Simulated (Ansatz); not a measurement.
We consider rock-salt TiC, described by PBE-D3(BJ) in Ansatz (plane waves, PAW).

Settings: plane-wave cutoff 520 eV, 26×26×26 k mesh, Fermi–Dirac smearing 0.057 eV (set by the program), no spin polarisation, scalar-relativistic PAW data made under PBE.

Computed at the level's own relaxed cell.

Hill averages of the elastic tensor: K = 265.3 GPa, G = 191.7 GPa. Volume 9.875 Å³/atom, mean atomic mass 29.939 u.

Q: Work out the density, the sound velocities of a polycrystal and the elastic Debye temperature, and Pugh's ratio at this level.

A: ρ = 1.66054 × 29.939/9.875 = 5.034 g/cm³. v_l = √[(K + 4G/3)/ρ] = 10.172 km/s and v_t = √(G/ρ) = 6.171 km/s. The mean follows from 3/v_m³ = 1/v_l³ + 2/v_t³: v_m = 6.819 km/s. Θ_D = (ħ/k_B) v_m (6π²/V)^(1/3) = 76.38 K Å s/km × 6.819 × 1.8168 Å⁻¹ = 946 K, counting all atoms of the cell. K/G = 1.38, to be set beside Pugh's rough bound of 1.75 between brittle and ductile metals.

Note: the dispersion coefficients are held fixed in the derivatives.

Ansatz is a program for electronic structure.
